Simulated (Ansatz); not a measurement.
A calculation with Ansatz (development build ahead of 0.2.0).

```yaml
crystal:
  periodic: [false, false, false]
  atoms:
    - { symbol: C, position_ang: [0.0, 0.0, 0.58772] }
    - { symbol: C, position_ang: [0.0, 1.26686, -0.26019] }
    - { symbol: C, position_ang: [0.0, -1.26686, -0.26019] }
    - { symbol: H, position_ang: [-0.8769, 0.0, 1.24471] }
    - { symbol: H, position_ang: [0.8769, 0.0, 1.24471] }
    - { symbol: H, position_ang: [0.0, 2.16615, 0.36207] }
    - { symbol: H, position_ang: [0.0, -2.16615, 0.36207] }
    - { symbol: H, position_ang: [0.88362, 1.30423, -0.90441] }
    - { symbol: H, position_ang: [-0.88362, 1.30423, -0.90441] }
    - { symbol: H, position_ang: [-0.88362, -1.30423, -0.90441] }
    - { symbol: H, position_ang: [0.88362, -1.30423, -0.90441] }
basis:
  gaussian: { orbitals: cc-pVDZ }
hamiltonian:
  xc: hf
correlation:
  method: ccsd_t
  frozen_orbitals: { C: 1, H: 0 }
scf:
  omitted_lower_state_checks: [stability, starts, atomic_configurations, cluster_reference, orbital_swaps, given_window_search, neighbouring_geometries, increment]
```

The input is written out in the form of the current development build from the run's settings.

Results

```
Converged                                                          : yes
Reference energy                                                   : -118.27247 hartree
CCSD correlation energy                                            : -0.49501 hartree
Triples correction                                                 : -0.01316 hartree
Total energy                                                       : -118.78064 hartree
Spin squared of the determinant                                    : 0.000
T1 diagnostic                                                      : 0.006
Largest doubles amplitude                                          : 0.02
Occupied orbitals by symmetry in an Abelian subgroup (alpha; beta) : 6 A1 1 A2 2 B1 4 B2; 6 A1 1 A2 2 B1 4 B2
```
